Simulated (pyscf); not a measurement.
•H₂Si–Si(SiH₃)(SiH₃)–Cl + CH₄ -> H₃Si–Si(SiH₃)(SiH₃)–Cl + CH₃•, a hydrogen abstraction (doublet surface; C–H broken, H–Si formed). PySCF, gas phase, ωB97X-D3(BJ)/def2-SVP geometries. Energies in kcal/mol from the separated reactants.

AM1 to PM7: differences of heats of formation from MOPAC, which are fitted to 298 K values and so differ in kind from electronic energies by zero-point and thermal terms. Open shells are spin-unrestricted. 

Quick PM7 single points give ΔE‡ = 33.6 kcal/mol and ΔE = +26.1 kcal/mol. What does ωB97M-D3(BJ)/def2-TZVP give, and how far is the quick result from it?

ωB97M-D3(BJ)/def2-TZVP gives ΔE‡ = 25.4 kcal/mol and ΔE = +19.3 kcal/mol. PM7 lies 8.2 kcal/mol over it in the barrier and 6.8 kcal/mol over it in the reaction energy, so on this step it does not hold to within 3.0 kcal/mol. ωB97M-D3(BJ)/def2-TZVP has limits of its own. •H₂Si–Si(SiH₃)(SiH₃)–Cl lies 6.3 kcal/mol over its isomer H₃Si–Si•(SiH₃)–SiH₂–Cl (electronic energy, ωB97M-D3(BJ)/def2-TZVP). This is the saddle that the search found; another between the same sides may lie lower. The angle at the transferred H is 164°.
